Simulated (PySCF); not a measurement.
# C3H4F2: geometry, NMR shifts, spin-spin couplings, electronic excitations and core binding energies

What NMR shifts, spin-spin couplings, electronic excitations and core binding energies should C3H4F2 (`F[C@@H]1C[C@H]1F`) show?

Programs: PySCF 2.14.0, with density-fitted response routines of our own. Each step states its level of theory. These are calculated values for one molecule in the gas phase, unless marked as measured. Atoms are numbered from 0 throughout.

### 1 The starting structure

9 atoms, charge 0, multiplicity 1; geometry from: GFN2-xTB.

Bonds of the start (Å): F0–C1 1.36, C1–C2 1.50, C2–C3 1.50, C3–F4 1.36, C3–C1 1.49, C1–H5 1.08, C2–H6 1.08, C2–H7 1.08, C3–H8 1.08.

### 2 Relaxing the molecule at PBE0-D3(BJ)/def2-SVP

Job settings and geometry (Å):

```
{"job": {"xc": "PBE0", "basis": "def2-SVP", "d3": "d3bj", "grid": 1, "kind": "geom"}, "charge": 0, "multiplicity": 1}
F     -0.450934     1.051751     1.581392
C     -0.318018     0.740835     0.263906
C     -0.563692    -0.675075    -0.160884
C      0.831269    -0.128615    -0.127779
F      1.450266     0.136678    -1.309274
H     -0.619636     1.570864    -0.361568
H     -0.831831    -1.394105     0.596307
H     -1.026958    -0.830901    -1.121818
H      1.543096    -0.465437     0.614540
```

**Question.** This job is followed by: GIAO PBE0/pcSseg-1 NMR shielding, non-relativistic, gas phase; B3LYP/pcJ-1 indirect spin-spin coupling, non-relativistic, gas phase; TDDFT CAM-B3LYP/def2-SVPD, vertical, gas phase, core orbitals frozen in the response; GIAO HF/pcSseg-2 NMR shielding, non-relativistic, gas phase; delta-SCF UKS SCAN, pcX-2 on the ionised atom, pcseg-1 elsewhere, spin-free X2C. Predict these results of the whole session: point group; rotational constants (main isotopes); ¹³C shifts against TMS (PBE0/pcSseg-1, means over atoms taken as alike); ¹H shifts against TMS (PBE0/pcSseg-1, means over atoms taken as alike); ¹⁹F shifts against CFCl3 (PBE0/pcSseg-1, means over atoms taken as alike); largest coupling of the table (B3LYP/pcJ-1); lowest singlet (CAM-B3LYP/def2-SVPD); brightest single state of those computed; lowest triplet; vertical ionisation energy (ΔSCF); C1s binding energies, SCAN/pcX-2; F1s binding energies, SCAN/pcX-2; range of the shift of F0.

As calculated:

| quantity | value |
| --- | --- |
| point group | C2 |
| rotational constants (main isotopes) | 11.63, 3.59, 3.09 GHz |
| ¹³C shifts against TMS (PBE0/pcSseg-1, means over atoms taken as alike) | 70.8, 15.9 ppm |
| ¹H shifts against TMS (PBE0/pcSseg-1, means over atoms taken as alike) | 4.46, 1.13 ppm |
| ¹⁹F shifts against CFCl3 (PBE0/pcSseg-1, means over atoms taken as alike) | -233.8 ppm |
| largest coupling of the table (B3LYP/pcJ-1) | ¹J(F,C) F0–C1, -302.4 Hz |
| lowest singlet (CAM-B3LYP/def2-SVPD) | 7.84 eV (158 nm), f = 0.003 |
| brightest single state of those computed | state 8, 9.71 eV, f = 0.038 |
| lowest triplet | 7.43 eV |
| vertical ionisation energy (ΔSCF) | 11.02 eV |
| C1s binding energies, SCAN/pcX-2 | C1 293.47, C2 291.43 eV |
| F1s binding energies, SCAN/pcX-2 | F0 693.02 eV |
| range of the shift of F0 | -233.8 to -199.0 ppm |

Relaxing lowered the energy by 0.035 eV in 7 steps; the close pair that moved most is C2–H6, from 1.078 to 1.093 Å. No frequency check was run at this level, so the end point may be a saddle. C1, C3 (mean) (three-membered-ring carbon bearing a halogen) lies farthest downfield among carbon, at 70.8 ppm; deshielded by the electronegative neighbour. H5, H8 (mean) (hydrogen on a three-membered-ring carbon bearing a halogen) lies farthest downfield among hydrogen, at 4.46 ppm; its carbon carries F, an electronegative neighbour. In the run at B3LYP/pcJ-1, the largest coupling of the table is F0–C1 (mean over like pairs), -302.4 Hz, of which the Fermi-contact term gives -338.1 Hz. Couplings across rotatable bonds belong to this one conformer; where others are populated, the observed values are averages. Density functionals describe couplings to fluorine poorly, F–F couplings above all, so those rows are rough. The orbital energy would give 9.89 eV for ionisation, ΔSCF gives 11.02 eV. The C1s levels kept as sound span 2.04 eV, from C2 (three-membered-ring carbon) up to C1 (three-membered-ring carbon bearing a halogen).
